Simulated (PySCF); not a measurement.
Working out the ionisation energy of Al

Al [Ne] 3s2 3p1 (2P) → Al⁺ [Ne] 3s2 (1S). Calculation: PySCF 2.14, in aug-cc-pCVTZ-DK with one added diffuse shell each of s, p, d, f type (9s8p6d4f, 91 functions); scalar relativity by spin-free X2C-1e. Frozen: nothing. Energies in hartree (1 hartree = 27.21139 eV):

| part | Al (lower) | Al⁺ (upper) |
| --- | --- | --- |
| UHF | -242.314587 | -242.109199 |
| CCSD correlation | -0.366520 | -0.355154 |
| (T) | -0.004446 | -0.003481 |

Task: What does Hartree-Fock give?

Result: (-242.109199) − (-242.314587) = 0.205388 hartree = 5.589 eV.

Task: What do CCSD and CCSD(T) give?

Result: The CCSD correlation energies differ by 0.011366 hartree = 0.309 eV and the triples by 0.000965 hartree = 0.026 eV, so CCSD gives 5.898 eV and CCSD(T) 5.924 eV.

Measured between the centres of the two terms (NIST): 5.977 eV, so CCSD(T) (all electrons) is off by -0.053 eV.

What remains against the reference includes basis incompleteness and higher excitations.
